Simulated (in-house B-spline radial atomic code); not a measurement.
Ne. Computed with a B-spline radial atomic code. Model: all-electron spherical atom, spin shells full or empty, radial basis limit, no spin-orbit coupling: exact exchange with a local potential (Slater, KLI or optimised effective potential, whose far tail is KLI's), no correlation.

Exchange potential has not reached -1/r at the last radius.

The run also made RPA and GW results, which its time includes.

The Slater potential averages the orbital exchange potentials with the orbital densities as weights, KLI adds orbital constants, and the optimised effective potential minimises the exact-exchange energy among local potentials. So their energies lie above Hartree-Fock in the order OEP, KLI, Slater. All fall off as −1/r, unlike LDA and GGA exchange.

Command:
```bash
python run_gw.py task.json out
```
Settings (nuclear radius in fm, other lengths in bohr, energies in hartree):
```
Z                      10
electrons              10
configuration          [He] 2s2 2p6
hamiltonian            x2c
method                 slater
lmax                   9
rms_radius             3.0055
spin_polarised         False
box_radius             40
intervals              110
```

Cost of the run: 4.4 s on 1 thread of Arm Neoverse N1, on a shared host.

Given: hamiltonian one-electron scalar X2C; mean-field start Slater potential.

Computed: energy above Hartree-Fock 46.626 millihartree.

| radius (bohr) | r times exchange potential (hartree bohr) |
| --- | --- |
| 0.005 | -0.049512 |
| 0.00601 | -0.059471 |
| 0.00723 | -0.071469 |
| 0.00869 | -0.085781 |
| 0.0104 | -0.10246 |
| 0.0126 | -0.12377 |
| 0.0151 | -0.14775 |
| 0.0181 | -0.17616 |
| 0.0218 | -0.21058 |
| 0.0262 | -0.2505 |
| 0.0315 | -0.297 |
| 0.0379 | -0.35067 |
| 0.0455 | -0.41067 |
| 0.0547 | -0.47774 |
| 0.0658 | -0.5505 |
| 0.0791 | -0.62634 |
| 0.0951 | -0.70227 |
| 0.114 | -0.77255 |
| 0.137 | -0.8332 |
| 0.165 | -0.87505 |
| 0.199 | -0.88487 |
| 0.239 | -0.85244 |
| 0.287 | -0.79531 |
| 0.345 | -0.77609 |
| 0.415 | -0.83698 |
| 0.499 | ? |
| 0.599 | -1.0874 |
| 0.72 | -1.2111 |
| 0.866 | -1.3052 |
| 1.04 | -1.3579 |
| 1.25 | ? |
| 1.5 | -1.342 |
| 1.81 | -1.2905 |
| 2.17 | -1.2302 |
| 2.61 | -1.1695 |
| 3.14 | -1.117 |
| 3.78 | -1.0761 |

**Question.** What belongs in the row 0.499?

**Answer.** r times exchange potential (hartree bohr): -0.95411.

**Question.** What belongs in the row 1.25?

**Answer.** r times exchange potential (hartree bohr): -1.3679.

```tsv
occupied	level (hartree)	Hartree-Fock level (hartree)
1s	-32.114	-32.812
2s	-1.7558	-1.9356
2p	-0.91139	-0.84978
```

```tsv
empty	level (hartree)
3s	-0.20099
3p	-0.11911
4s	?
3d	-0.05816
```

**Question.** What belongs in the row 4s?

**Answer.** level (hartree): -0.073216.

The highest level, 2p, differs from Hartree-Fock by -1.7 eV and the deepest, 1s, by +19 eV: the Slater potential lacks the response part and is deeper than the optimised one throughout, so the top level comes too deep.
